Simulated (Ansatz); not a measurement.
**ClFHSi− (SMILES F[SiH-]Cl): single points off equilibrium**

The task here is to estimate one member of a computed series from the others.

Computed with Ansatz 0.2.0, Gaussian basis. Level: single points in def2-TZVPPD.

Correlated methods freeze the cores.

**The system as given**

4 atoms, charge -1, spin multiplicity 1.

Atoms are counted from 1 here; the program's logs count them from 0.

Bond lengths: F1–Si2 1.710 Å, Si2–Cl3 2.335 Å, Si2–H4 1.512 Å. Angles: F1–Si2–Cl3 97.3°, F1–Si2–H4 92.9°, Cl3–Si2–H4 90.5°.

Geometry (Å):

```xyz
4
charge -1, multiplicity 1
F    -1.02800   -0.25260    1.11130
Si   -0.41500   -0.38410   -0.47980
Cl    1.85370   -0.39790    0.07450
H    -0.37380    1.11520   -0.67010
```

The first run:

The input, run/in.yaml:

```yaml
crystal:
  periodic: [false, false, false]
  atoms:
    - {symbol: F, position_ang: [-1.028000, -0.252600, 1.111300]}
    - {symbol: Si, position_ang: [-0.415000, -0.384100, -0.479800]}
    - {symbol: Cl, position_ang: [1.853700, -0.397900, 0.074500]}
    - {symbol: H, position_ang: [-0.373800, 1.115200, -0.670100]}
basis:
  gaussian: {orbitals: "def2-TZVPPD.json"}
total_charge: -1
correlation: {method: ccsd_t}
output: {forces: true}
```

The basis file named in the input lies beside it (Basis Set Exchange, JSON).

No record of the launch command was kept for these runs.

Among the steps run: CCSD(T)/def2-TZVPPD; PBE0-D4/def2-TZVPPD; wB97M-V/def2-TZVPPD; r2SCAN-D4/def2-TZVPPD; PBE-D4/def2-TZVPPD; LC-wPBE/def2-TZVPPD; r2SCAN0-D4/def2-TZVPPD.

One of the session's tables, all rows but one given; the rest of the session is left out.

| method | RMS force component (eV/Å) | angle to CCSD(T) forces (°) |
| --- | --- | --- |
| CCSD(T) | 0.402 | reference |
| PBE0-D4 | 0.442 | 7.0 |
| wB97M-V | 0.366 | 4.1 |
| r2SCAN-D4 | 0.422 | 7.8 |
| PBE-D4 | 0.328 | 37.9 |
| LC-wPBE | ? | ? |
| r2SCAN0-D4 | 0.533 | 6.8 |

Q: Estimate the row for LC-wPBE from the others.

The run gave: RMS force component (eV/Å): 0.450; angle to CCSD(T) forces (°): 9.8. In the column «RMS force component (eV/Å)» it lies between PBE0-D4 (0.442) and r2SCAN0-D4 (0.533).
